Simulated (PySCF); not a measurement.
Molecule: Difluoroacetonitrile (SMILES N#CC(F)F).

Geometry:
```
atom   x (Å)   y (Å)   z (Å)
  N1   0.459   2.086  -0.340
  C2   0.215   0.973  -0.155
  C3  -0.114  -0.444   0.118
  F4  -1.046  -0.863  -0.748
  F5   0.986  -1.195  -0.023
  H6  -0.500  -0.555   1.147
```

Spin–spin couplings on one PBE0-D3(BJ)/def2-SVP geometry, PySCF, gas phase, non-relativistic, equivalent pairs averaged; isotopes 13C, 19F, 1H, 15N; functional B3LYP.

**Question.** How do the couplings (Hz) change with the basis set? Times are CPU seconds on shared hosts with different chips, so compare them loosely. Far from the basis limit: pcJ-0, 6-31G*, def2-TZVP, cc-pVTZ.

**Answer.** 
| basis set | functions | 1J(C3,F4) | 1J(C3,H6) | 1J(C2,C3) | 1J(N1,C2) | 2J(F4,F5) | 2J(F4,H6) | 2J(C2,F4) | core-s |
| --- | --- | --- | --- | --- | --- | --- | --- | --- | --- |
| pcJ-0 | 68 | -438.9 | 170.8 | 62.7 | 6.7 | 217.1 | 40.8 | 22.2 | 4.2 |
| 6-31G* | 72 | -245.7 | 205.1 | 98.7 | -18.1 | 351.8 | 54.2 | 31.7 | 5.1 |
| pcJ-1 | 145 | -312.5 | 199.8 | 92.8 | -17.5 | 311.9 | 58.1 | 39.9 | 10 |
| def2-TZVP | 161 | -343.3 | 190.9 | 90.2 | -13.4 | 253.7 | 53.1 | 38.6 | 14 |
| cc-pVTZ | 164 | -300.2 | 177.8 | 80.6 | -46.9 | 267.1 | 41.3 | 32.0 | 14 |
| aug-cc-pVTZ-J | 250 | -322.5 | 203.9 | 89.2 | -15.3 | 285.6 | 60.3 | 39.3 | 31 |
| pcJ-2 | 279 | -316.4 | 201.5 | 87.8 | -15.9 | 298.7 | 59.7 | 38.8 | 33 |

The Fermi-contact term samples the wavefunction at the nucleus, which is why sets with added tight s functions (names with J) are made for couplings.
